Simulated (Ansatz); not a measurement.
# Al2H2Cl radical (SMILES [AlH2][Al][Cl]): single points off equilibrium

The task here is to estimate one member of a computed series from the others.

Program: Ansatz 0.2.0, Gaussian basis. Level of theory: single points in def2-TZVPP. These are calculated values, not measurements.

Cores are frozen in the correlated methods. Orbitals are unrestricted.

## Where the work starts

SMILES `[AlH2][Al][Cl]`, 5 atoms, charge 0, spin multiplicity 2.

Atoms are counted from 1 here; the program's logs count them from 0.

Bond lengths: Al1–Al2 2.655 Å, Al1–H4 1.672 Å, Al1–H5 1.692 Å, Al2–Cl3 2.188 Å. Angles: Al2–Al1–H4 85.8°, Al2–Al1–H5 159.9°, H4–Al1–H5 114.3°, Al1–Al2–Cl3 155.3°.

Coordinates:

```
Al   -0.1635    1.0706   -0.4477
Al    0.3037   -1.3388    0.5642
Cl    1.4635   -2.8551    1.6335
H    -1.6339    0.4443   -0.9390
H     0.0822    2.6881   -0.8782
```

The first run:

File run/in.yaml:

```yaml
crystal:
  periodic: [false, false, false]
  atoms:
    - {symbol: Al, position_ang: [-0.163500, 1.070600, -0.447700]}
    - {symbol: Al, position_ang: [0.303700, -1.338800, 0.564200]}
    - {symbol: Cl, position_ang: [1.463500, -2.855100, 1.633500]}
    - {symbol: H, position_ang: [-1.633900, 0.444300, -0.939000]}
    - {symbol: H, position_ang: [0.082200, 2.688100, -0.878200]}
basis:
  gaussian: {orbitals: def2-TZVPP}
magnetization: {spin_polarized: true, initial_magnetization: 1}
correlation: {method: ccsd_t}
scf: {omitted_lower_state_checks: [cluster_reference]}
output: {forces: true}
```

No record of the launch command was kept for these runs.

Steps of the session up to this table: CCSD(T)/def2-TZVPP; PBE0-D4/def2-TZVPP; wB97M-V/def2-TZVPP; r2SCAN-D4/def2-TZVPP; PBE-D4/def2-TZVPP; BHLYP-D4/def2-TZVPP; HSE06-D4/def2-TZVPP.

One of the session's tables, all rows but one given; the rest of the session is left out.

```
   method  RMS force component (eV/Å)  angle to CCSD(T) forces (°)  dipole (D)
  CCSD(T)                       0.569                    reference        1.42
  PBE0-D4                       0.529                          2.4        1.39
  wB97M-V                       0.571                          4.6        1.22
r2SCAN-D4                           ?                            ?           ?
   PBE-D4                       0.435                          6.0        1.23
 BHLYP-D4                       0.624                          2.5        1.46
 HSE06-D4                       0.526                          2.4        1.38
```

Q: Estimate the row for r2SCAN-D4 from the others.

As computed: RMS force component (eV/Å): 0.524; angle to CCSD(T) forces (°): 3.3; dipole (D): 1.29. In the column «RMS force component (eV/Å)» it lies between PBE-D4 (0.435) and HSE06-D4 (0.526).
